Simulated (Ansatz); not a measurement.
Input for Ansatz (development build ahead of 0.2.0):

```yaml
crystal:
  periodic: [false, false, false]
  atoms:
    - { symbol: O, position_ang: [-0.40234, -0.92069, 0.97161] }
    - { symbol: O, position_ang: [-0.08275, -2.69678, 2.04295] }
    - { symbol: O, position_ang: [1.19559, 0.43778, 0.89704] }
basis:
  gaussian: { orbitals: STO-3G }
hamiltonian:
  xc: hf
correlation:
  method: fci
  frozen_orbitals: { O: 1 }
```

The input is written out in the form of the current development build from the run's settings.

Output:

- Converged: yes
- Reference energy: -221.00990 hartree
- Correlation energy: -0.41100 hartree
- Total energy: -221.42090 hartree
- State: lowest singlet root, of any spatial symmetry
